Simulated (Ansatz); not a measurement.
We consider hcp Ti, described by PBE (PAW; Ansatz, a program for electronic structure).

Run with plane-wave cutoff 500 eV, 30×30×16 k mesh (along the axes of the cell as run), Fermi–Dirac smearing 0.1 eV, no spin polarisation, scalar-relativistic PAW data made under PBE.

Computed at the level's own relaxed cell.

Task: Give the computed volume per atom, equilibrium lattice constant a and lattice parameter c.

Result: 
* **volume per atom**: 17.42 Å³/atom
* **equilibrium lattice constant a**: 2.940 Å
* **lattice parameter c**: 4.654 Å

Measured, for comparison: lattice constant a 2.950 Å, lattice parameter c 4.683 Å (293 K, not corrected to a static lattice; as tabulated in Wikipedia's data pages). Computed (rounded) less measured: lattice constant a -0.3 %, lattice parameter c -0.6 %. A static lattice is as a rule a little smaller and stiffer than an uncorrected measurement, which narrows the difference in the lattice constant a, lattice parameter c and would widen misses of the other sign.
